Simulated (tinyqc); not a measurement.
Worked calculation (part 2 of 3): UHF in the sto-3g basis, for H2O+, spin multiplicity 2. Computed by tinyqc, a small Python program that keeps every step (integrals from PySCF). Command: `OMP_NUM_THREADS=1 python tinyqc.py 24738 24739 out.jsonl` (the two numbers bound the seeds that draw the settings). One thread of a shared host (Intel(R) Xeon(R) Processor @ 2.60GHz), about 0.1 s of CPU time with the checks.

Geometry (angstrom):

| atom | x | y | z |
|---|---|---|---|
| O | 0.000000 | 0.000000 | 0.000000 |
| H | 0.000000 | 0.788000 | 0.764000 |
| H | 0.000000 | -0.808000 | 0.783000 |

## Iteration 2: building the Fock matrix

D(alpha) after iteration 1:
```
            1O 1s      1O 2s    1O 2px     1O 2py     1O 2pz      2H 1s      3H 1s
1O 1s    1.058757  -0.251555  0.000000   0.000385   0.032726   0.002348   0.002748
1O 2s   -0.251555   1.097445  0.000000  -0.003273  -0.191499  -0.059114  -0.057493
1O 2px   0.000000   0.000000  1.000000   0.000000   0.000000   0.000000   0.000000
1O 2py   0.000385  -0.003273  0.000000   0.537042   0.000668   0.264798  -0.268324
1O 2pz   0.032726  -0.191499  0.000000   0.000668   0.622559   0.231117   0.232337
2H 1s    0.002348  -0.059114  0.000000   0.264798   0.231117   0.216340  -0.045844
3H 1s    0.002748  -0.057493  0.000000  -0.268324   0.232337  -0.045844   0.221210
```

D(beta) after iteration 1:
```
            1O 1s      1O 2s    1O 2px     1O 2py     1O 2pz      2H 1s      3H 1s
1O 1s    1.057576  -0.245490  0.000000   0.000458   0.038514  -0.001814  -0.001124
1O 2s   -0.245490   1.068090  0.000000  -0.003622  -0.217109  -0.044204  -0.043699
1O 2px   0.000000   0.000000  0.000000   0.000000   0.000000   0.000000   0.000000
1O 2py   0.000458  -0.003622  0.000000   0.500082   0.001578   0.272816  -0.276746
1O 2pz   0.038514  -0.217109  0.000000   0.001578   0.603614   0.236283   0.237711
2H 1s   -0.001814  -0.044204  0.000000   0.272816   0.236283   0.242524  -0.056156
3H 1s   -0.001124  -0.043699  0.000000  -0.276746   0.237711  -0.056156   0.249125
```

core Hamiltonian H = T + V (hartree):
```
             1O 1s      1O 2s     1O 2px     1O 2py     1O 2pz      2H 1s      3H 1s
1O 1s   -32.567713  -7.576541   0.000000  -0.000409  -0.016037  -1.247075  -1.168030
1O 2s    -7.576541  -9.191658   0.000000  -0.004517  -0.196370  -2.925920  -2.788966
1O 2px    0.000000   0.000000  -7.339369   0.000000   0.000000   0.000000   0.000000
1O 2py   -0.000409  -0.004517   0.000000  -7.429787  -0.002734  -1.531961   1.473702
1O 2pz   -0.016037  -0.196370   0.000000  -0.002734  -7.424322  -1.545531  -1.487566
2H 1s    -1.247075  -2.925920   0.000000  -1.531961  -1.545531  -4.573621  -1.272275
3H 1s    -1.168030  -2.788966   0.000000   1.473702  -1.487566  -1.272275  -4.489169
```

nuclear repulsion = 7.95120564 hartree

Given earlier and not repeated: Two-electron integrals (ij|kl) in chemists' order.

J_ij = sum D_kl (ij|kl) with D = D(alpha) + D(beta), K_ij = sum D_kl (ik|jl) for each spin; F = H + J - K(s); E = tr D H + tr D J / 2 - 0.5 sum_s tr D(s) K(s) + E_nn.

Coulomb J (hartree):
```
            1O 1s     1O 2s    1O 2px     1O 2py     1O 2pz     2H 1s      3H 1s
1O 1s   16.391807  3.047747  0.000000  -0.000025  -0.002237  0.500280   0.468390
1O 2s    3.047747  7.426184  0.000000   0.000003   0.057535  2.356124   2.246608
1O 2px   0.000000  0.000000  7.370227   0.000000   0.000000  0.000000   0.000000
1O 2py  -0.000025  0.000003  0.000000   7.437260   0.000863  1.355026  -1.303747
1O 2pz  -0.002237  0.057535  0.000000   0.000863   7.447564  1.337431   1.285932
2H 1s    0.500280  2.356124  0.000000   1.355026   1.337431  4.256103   1.048473
3H 1s    0.468390  2.246608  0.000000  -1.303747   1.285932  1.048473   4.188679
```

exchange K(alpha) (hartree):
```
           1O 1s      1O 2s    1O 2px     1O 2py     1O 2pz     2H 1s      3H 1s
1O 1s   4.895053   0.830083  0.000000   0.000076   0.003366  0.143855   0.134952
1O 2s   0.830083   1.339644  0.000000   0.000143  -0.018746  0.452072   0.432429
1O 2px  0.000000   0.000000  1.147389   0.000000   0.000000  0.000000   0.000000
1O 2py  0.000076   0.000143  0.000000   0.944843   0.003222  0.279811  -0.274099
1O 2pz  0.003366  -0.018746  0.000000   0.003222   0.984880  0.280337   0.273496
2H 1s   0.143855   0.452072  0.000000   0.279811   0.280337  0.489671   0.162419
3H 1s   0.134952   0.432429  0.000000  -0.274099   0.273496  0.162419   0.475508
```

exchange K(beta) (hartree):
```
           1O 1s      1O 2s    1O 2px     1O 2py     1O 2pz     2H 1s      3H 1s
1O 1s   4.868028   0.790472  0.000000   0.000066   0.003020  0.136011   0.127552
1O 2s   0.790472   1.146766  0.000000   0.000129  -0.031742  0.411199   0.393925
1O 2px  0.000000   0.000000  0.262909   0.000000   0.000000  0.000000   0.000000
1O 2py  0.000066   0.000129  0.000000   0.871285   0.004031  0.275884  -0.270687
1O 2pz  0.003020  -0.031742  0.000000   0.004031   0.923128  0.273698   0.267287
2H 1s   0.136011   0.411199  0.000000   0.275884   0.273698  0.496804   0.155061
3H 1s   0.127552   0.393925  0.000000  -0.270687   0.267287  0.155061   0.485212
```

F(alpha) (hartree):
```
             1O 1s      1O 2s     1O 2px     1O 2py     1O 2pz      2H 1s      3H 1s
1O 1s   -21.070960  -5.358877   0.000000  -0.000510  -0.021640  -0.890649  -0.834592
1O 2s    -5.358877  -3.105118   0.000000  -0.004657  -0.120089  -1.021867  -0.974786
1O 2px    0.000000   0.000000  -1.116531   0.000000   0.000000   0.000000   0.000000
1O 2py   -0.000510  -0.004657   0.000000  -0.937370  -0.005094  -0.456747   0.444054
1O 2pz   -0.021640  -0.120089   0.000000  -0.005094  -0.961638  -0.488436  -0.475130
2H 1s    -0.890649  -1.021867   0.000000  -0.456747  -0.488436  -0.807189  -0.386221
3H 1s    -0.834592  -0.974786   0.000000   0.444054  -0.475130  -0.386221  -0.775997
```

F(beta) (hartree):
```
             1O 1s      1O 2s     1O 2px     1O 2py     1O 2pz      2H 1s      3H 1s
1O 1s   -21.043934  -5.319266   0.000000  -0.000500  -0.021294  -0.882806  -0.827192
1O 2s    -5.319266  -2.912239   0.000000  -0.004643  -0.107093  -0.980994  -0.936283
1O 2px    0.000000   0.000000  -0.232051   0.000000   0.000000   0.000000   0.000000
1O 2py   -0.000500  -0.004643   0.000000  -0.863812  -0.005903  -0.452820   0.440642
1O 2pz   -0.021294  -0.107093   0.000000  -0.005903  -0.899886  -0.481798  -0.468922
2H 1s    -0.882806  -0.980994   0.000000  -0.452820  -0.481798  -0.814322  -0.378863
3H 1s    -0.827192  -0.936283   0.000000   0.440642  -0.468922  -0.378863  -0.785701
```

total energy of this density = -74.64006481 hartree

## Iteration 2: DIIS over 2 matrices

error matrix X^T (FDS - SDF) X (alpha):
```
           1          2          3         4          5          6          7
1   0.000000   0.000017  -0.031791  0.000000   0.046291  -0.003967   0.005115
2  -0.000017   0.000000   0.004362  0.000000  -0.006008  -0.056361  -0.000269
3   0.031791  -0.004362   0.000000  0.000000   0.019821   0.001655  -0.008700
4   0.000000   0.000000   0.000000  0.000000   0.000000   0.000000   0.000000
5  -0.046291   0.006008  -0.019821  0.000000   0.000000  -0.000352   0.015814
6   0.003967   0.056361  -0.001655  0.000000   0.000352   0.000000   0.000784
7  -0.005115   0.000269   0.008700  0.000000  -0.015814  -0.000784   0.000000
```

B (overlaps of the stored error matrices):
```
                1               2
1   1.1807953e+00  -7.7959946e-02
2  -7.7959946e-02   2.4764959e-02
```

Minimise |sum c_i e_i|^2 with sum c_i = 1: solve [B -1; -1 0][c; lambda] = [0; -1] with B_ij = tr e_i^T e_j summed over both spins, and take F = sum c_i F_i.

DIIS coefficients: 0.075451  0.924549

extrapolated F(alpha) (hartree):
```
             1O 1s      1O 2s     1O 2px     1O 2py     1O 2pz      2H 1s      3H 1s
1O 1s   -20.984812  -5.341537   0.000000  -0.000493  -0.020980  -0.887825  -0.831942
1O 2s    -5.341537  -3.067186   0.000000  -0.004657  -0.126181  -1.008536  -0.962015
1O 2px    0.000000   0.000000  -1.075076   0.000000   0.000000   0.000000   0.000000
1O 2py   -0.000493  -0.004657   0.000000  -0.909328  -0.004918  -0.445000   0.432450
1O 2pz   -0.020980  -0.126181   0.000000  -0.004918  -0.931297  -0.478258  -0.465079
2H 1s    -0.887825  -1.008536   0.000000  -0.445000  -0.478258  -0.792495  -0.381485
3H 1s    -0.831942  -0.962015   0.000000   0.432450  -0.465079  -0.381485  -0.762307
```

extrapolated F(beta) (hartree):
```
             1O 1s      1O 2s     1O 2px     1O 2py     1O 2pz      2H 1s      3H 1s
1O 1s   -20.957978  -5.302062   0.000000  -0.000484  -0.020661  -0.880011  -0.824570
1O 2s    -5.302062  -2.875240   0.000000  -0.004644  -0.114165  -0.967419  -0.923261
1O 2px    0.000000   0.000000  -0.190922   0.000000   0.000000   0.000000   0.000000
1O 2py   -0.000484  -0.004644   0.000000  -0.837741  -0.005665  -0.440892   0.428841
1O 2pz   -0.020661  -0.114165   0.000000  -0.005665  -0.870625  -0.471658  -0.458898
2H 1s    -0.880011  -0.967419   0.000000  -0.440892  -0.471658  -0.797998  -0.373853
3H 1s    -0.824570  -0.923261   0.000000   0.428841  -0.458898  -0.373853  -0.770288
```

## Iteration 2: diagonalisation and new density

X:
```
                1          2          3         4          5          6         7
1O 1s   -0.343884   0.042047   0.728535  0.000000   0.624109  -0.003240  0.163043
1O 2s    1.013155  -0.095020  -0.322973  0.000000   0.344295  -0.004620  0.421705
1O 2px   0.000000   0.000000   0.000000  1.000000   0.000000   0.000000  0.000000
1O 2py   0.088774   0.802259  -0.001958  0.000000  -0.003435   0.724769  0.007442
1O 2pz   0.534420  -0.049499   0.666186  0.000000  -0.590818  -0.004518  0.229892
2H 1s   -0.728686  -0.719662  -0.171701  0.000000  -0.141746   0.363282  0.394161
3H 1s   -0.543268   0.843862  -0.178159  0.000000  -0.144603  -0.379847  0.381919
```

Diagonalise F' = X^T F X, C = X C', fill 5 alpha and 4 beta electrons from the bottom; D(s) = C_occ C_occ^T. Each column has its largest component positive (the first on a tie).

F' = X^T F X (alpha) (hartree):
```
           1          2          3          4           5          6          7
1  -0.808342   0.120226   2.197251   0.000000    1.849598  -0.011815   0.265041
2   0.120226   0.015574  -0.315511   0.000000   -0.286010  -0.061679  -0.065889
3   2.197251  -0.315511  -8.959154   0.000000   -8.820737   0.052239  -3.702882
4   0.000000   0.000000   0.000000  -1.075076    0.000000   0.000000   0.000000
5   1.849598  -0.286010  -8.820737   0.000000  -10.796866   0.060161  -4.284176
6  -0.011815  -0.061679   0.052239   0.000000    0.060161  -1.059776   0.020552
7   0.265041  -0.065889  -3.702882   0.000000   -4.284176   0.020552  -3.293721
```

orbital energies (alpha) (hartree): MO1 -20.993245, MO2 -1.839953, MO3 -1.075076, MO4 -1.063540, MO5 -1.015329, MO6 -0.028004, MO7 0.037787

coefficients C (alpha):
```
              MO1        MO2       MO3        MO4        MO5        MO6        MO7
1O 1s    0.994404  -0.250151  0.000000   0.008794   0.077819   0.095117   0.017251
1O 2s    0.024116   0.951771  0.000000  -0.044480  -0.387413  -0.603687  -0.115173
1O 2px   0.000000   0.000000  1.000000   0.000000   0.000000   0.000000   0.000000
1O 2py   0.000125   0.005195  0.000000   0.767173  -0.066172   0.116755  -0.755162
1O 2pz   0.003146   0.133079  0.000000   0.066471   0.810151  -0.664985  -0.114487
2H 1s   -0.004545   0.076545  0.000000   0.344199   0.220453   0.604064   0.920848
3H 1s   -0.004276   0.071057  0.000000  -0.304998   0.274412   0.849062  -0.675086
```

F' = X^T F X (beta) (hartree):
```
           1          2          3          4           5          6          7
1  -0.709778   0.112059   2.178653   0.000000    1.876724  -0.008199   0.365894
2   0.112059   0.035411  -0.313728   0.000000   -0.288442  -0.013588  -0.076064
3   2.178653  -0.313728  -8.919172   0.000000   -8.850983   0.051537  -3.713301
4   0.000000   0.000000   0.000000  -0.190922    0.000000   0.000000   0.000000
5   1.876724  -0.288442  -8.850983   0.000000  -10.739031   0.059907  -4.245512
6  -0.008199  -0.013588   0.051537   0.000000    0.059907  -1.021996   0.020654
7   0.365894  -0.076064  -3.713301   0.000000   -4.245512   0.020654  -3.217244
```

orbital energies (beta) (hartree): MO1 -20.964931, MO2 -1.672383, MO3 -1.022236, MO4 -0.964368, MO5 -0.190922, MO6 -0.001790, MO7 0.053899

coefficients C (beta):
```
              MO1        MO2        MO3        MO4       MO5        MO6        MO7
1O 1s    0.994961  -0.240205   0.008814   0.091129  0.000000   0.101735   0.022688
1O 2s    0.021804   0.906421  -0.043602  -0.444978  0.000000  -0.626913  -0.145662
1O 2px   0.000000   0.000000   0.000000   0.000000  1.000000   0.000000   0.000000
1O 2py   0.000115   0.006106   0.734162  -0.050985  0.000000   0.154954  -0.781806
1O 2pz   0.002919   0.144172   0.052803   0.790868  0.000000  -0.681037  -0.144663
2H 1s   -0.004128   0.119417   0.374756   0.232625  0.000000   0.561071   0.928532
3H 1s   -0.003883   0.111314  -0.344748   0.282857  0.000000   0.863507  -0.627002
```

D(alpha) after iteration 2:
```
            1O 1s      1O 2s    1O 2px     1O 2py     1O 2pz      2H 1s      3H 1s
1O 1s    1.057548  -0.244644  0.000000   0.000421   0.033468  -0.003485  -0.003354
1O 2s   -0.244644   1.058516  0.000000  -0.003541  -0.190082  -0.027973  -0.025218
1O 2px   0.000000   0.000000  1.000000   0.000000   0.000000   0.000000   0.000000
1O 2py   0.000421  -0.003541  0.000000   0.592961  -0.001923   0.249870  -0.251776
1O 2pz   0.033468  -0.190082  0.000000  -0.001923   0.678483   0.211652   0.211484
2H 1s   -0.003485  -0.027973  0.000000   0.249870   0.211652   0.172952  -0.039027
3H 1s   -0.003354  -0.025218  0.000000  -0.251776   0.211484  -0.039027   0.173393
```

D(beta) after iteration 2:
```
            1O 1s      1O 2s    1O 2px     1O 2py     1O 2pz      2H 1s      3H 1s
1O 1s    1.056028  -0.236968  0.000000   0.000473   0.040810  -0.008290  -0.007864
1O 2s   -0.236968   1.021981  0.000000  -0.003787  -0.223477  -0.011701  -0.010021
1O 2px   0.000000   0.000000  0.000000   0.000000   0.000000   0.000000   0.000000
1O 2py   0.000473  -0.003787  0.000000   0.541631  -0.000676   0.264000  -0.266843
1O 2pz   0.040810  -0.223477  0.000000  -0.000676   0.649055   0.220968   0.221536
2H 1s   -0.008290  -0.011701  0.000000   0.264000   0.220968   0.208834  -0.050088
3H 1s   -0.007864  -0.010021  0.000000  -0.266843   0.221536  -0.050088   0.211265
```

## Iteration 12 (converged): orbitals

converged F(alpha) (hartree):
```
             1O 1s      1O 2s     1O 2px     1O 2py     1O 2pz      2H 1s      3H 1s
1O 1s   -20.987806  -5.344829   0.000000  -0.000473  -0.023392  -0.888439  -0.832501
1O 2s    -5.344829  -3.069342   0.000000  -0.003817  -0.131161  -1.018616  -0.972250
1O 2px    0.000000   0.000000  -1.073325   0.000000   0.000000   0.000000   0.000000
1O 2py   -0.000473  -0.003817   0.000000  -0.935202  -0.002133  -0.449616   0.436799
1O 2pz   -0.023392  -0.131161   0.000000  -0.002133  -0.960390  -0.479657  -0.466079
2H 1s    -0.888439  -1.018616   0.000000  -0.449616  -0.479657  -0.785311  -0.384831
3H 1s    -0.832501  -0.972250   0.000000   0.436799  -0.466079  -0.384831  -0.753246
```

converged F(beta) (hartree):
```
             1O 1s      1O 2s     1O 2px     1O 2py     1O 2pz      2H 1s      3H 1s
1O 1s   -20.957300  -5.301355   0.000000  -0.000454  -0.023049  -0.879897  -0.824458
1O 2s    -5.301355  -2.856703   0.000000  -0.004216  -0.108258  -0.978843  -0.935427
1O 2px    0.000000   0.000000  -0.182910   0.000000   0.000000   0.000000   0.000000
1O 2py   -0.000454  -0.004216   0.000000  -0.818271  -0.005027  -0.450584   0.439269
1O 2pz   -0.023049  -0.108258   0.000000  -0.005027  -0.865796  -0.477632  -0.465285
2H 1s    -0.879897  -0.978843   0.000000  -0.450584  -0.477632  -0.828287  -0.382526
3H 1s    -0.824458  -0.935427   0.000000   0.439269  -0.465285  -0.382526  -0.803442
```

As before.

F' = X^T F X (alpha) (hartree):
```
           1          2          3          4           5          6          7
1  -0.789899   0.120626   2.185011   0.000000    1.865537  -0.011446   0.253727
2   0.120626   0.024167  -0.313093   0.000000   -0.288989  -0.081240  -0.063806
3   2.185011  -0.313093  -8.973681   0.000000   -8.811875   0.053552  -3.707350
4   0.000000   0.000000   0.000000  -1.073325    0.000000   0.000000   0.000000
5   1.865537  -0.288989  -8.811875   0.000000  -10.804040   0.059478  -4.282816
6  -0.011446  -0.081240   0.053552   0.000000    0.059478  -1.075040   0.020914
7   0.253727  -0.063806  -3.707350   0.000000   -4.282816   0.020914  -3.303105
```

orbital energies (alpha) (hartree): MO1 -20.996368, MO2 -1.845086, MO3 -1.081050, MO4 -1.073325, MO5 -1.029124, MO6 -0.019306, MO7 0.049337

coefficients C (alpha):
```
              MO1        MO2        MO3       MO4        MO5        MO6        MO7
1O 1s    0.994363  -0.248988   0.006157  0.000000   0.078506   0.097904   0.018796
1O 2s    0.024290   0.944828  -0.031480  0.000000  -0.384153  -0.615632  -0.123940
1O 2px   0.000000   0.000000   0.000000  1.000000   0.000000   0.000000   0.000000
1O 2py   0.000123   0.004055   0.780903  0.000000  -0.042541   0.121183  -0.741984
1O 2pz   0.003298   0.140854   0.038934  0.000000   0.827622  -0.642711  -0.119964
2H 1s   -0.004594   0.082080   0.324567  0.000000   0.213537   0.598192   0.932884
3H 1s   -0.004323   0.076569  -0.300541  0.000000   0.241699   0.864026  -0.669981
```

F' = X^T F X (beta) (hartree):
```
           1          2          3          4           5          6          7
1  -0.675985   0.110800   2.174027   0.000000    1.875603  -0.005187   0.393205
2   0.110800   0.045115  -0.312757   0.000000   -0.288313   0.016594  -0.079077
3   2.174027  -0.312757  -8.922247   0.000000   -8.853926   0.051251  -3.706723
4   0.000000   0.000000   0.000000  -0.182910    0.000000   0.000000   0.000000
5   1.875603  -0.288313  -8.853926   0.000000  -10.736683   0.059337  -4.238252
6  -0.005187   0.016594   0.051251   0.000000    0.059337  -1.029015   0.021893
7   0.393205  -0.079077  -3.706723   0.000000   -4.238252   0.021893  -3.234648
```

orbital energies (beta) (hartree): MO1 -20.964233, MO2 -1.663016, MO3 -1.029134, MO4 -0.967194, MO5 -0.182910, MO6 0.005883, MO7 0.064230

coefficients C (beta):
```
              MO1        MO2        MO3        MO4       MO5        MO6        MO7
1O 1s    0.994975  -0.236338   0.007131   0.095690  0.000000   0.105769   0.025835
1O 2s    0.021749   0.884823  -0.035577  -0.464428  0.000000  -0.639920  -0.162408
1O 2px   0.000000   0.000000   0.000000   0.000000  1.000000   0.000000   0.000000
1O 2py   0.000113   0.005334   0.712377  -0.036352  0.000000   0.176461  -0.798055
1O 2pz   0.003028   0.141296   0.038806   0.784594  0.000000  -0.686262  -0.160533
2H 1s   -0.004131   0.139382   0.392244   0.240881  0.000000   0.539426   0.929248
3H 1s   -0.003887   0.131582  -0.372094   0.281062  0.000000   0.869513  -0.599341
```

D(alpha) after iteration 12:
```
            1O 1s      1O 2s    1O 2px     1O 2py     1O 2pz      2H 1s      3H 1s
1O 1s    1.056954  -0.241449  0.000000   0.000581   0.033421  -0.006242  -0.006239
1O 2s   -0.241449   1.041855  0.000000  -0.004407  -0.185996  -0.014808  -0.011149
1O 2px   0.000000   0.000000  1.000000   0.000000   0.000000   0.000000   0.000000
1O 2py   0.000581  -0.004407  0.000000   0.611636  -0.004233   0.244703  -0.244665
1O 2pz   0.033421  -0.185996  0.000000  -0.004233   0.706325   0.200911   0.199105
2H 1s   -0.006242  -0.014808  0.000000   0.244703   0.200911   0.157700  -0.039629
3H 1s   -0.006239  -0.011149  0.000000  -0.244665   0.199105  -0.039629   0.154625
```

D(beta) after iteration 12:
```
            1O 1s      1O 2s    1O 2px     1O 2py     1O 2pz      2H 1s      3H 1s
1O 1s    1.055038  -0.232172  0.000000   0.000453   0.044974  -0.011204  -0.010723
1O 2s   -0.232172   1.000344  0.000000  -0.003739  -0.240679  -0.002588  -0.000952
1O 2px   0.000000   0.000000  0.000000   0.000000   0.000000   0.000000   0.000000
1O 2py   0.000453  -0.003739  0.000000   0.508831  -0.000123   0.271412  -0.274587
1O 2pz   0.044974  -0.240679  0.000000  -0.000123   0.637067   0.223897   0.224660
2H 1s   -0.011204  -0.002588  0.000000   0.271412   0.223897   0.231323  -0.059893
3H 1s   -0.010723  -0.000952  0.000000  -0.274587   0.224660  -0.059893   0.234778
```
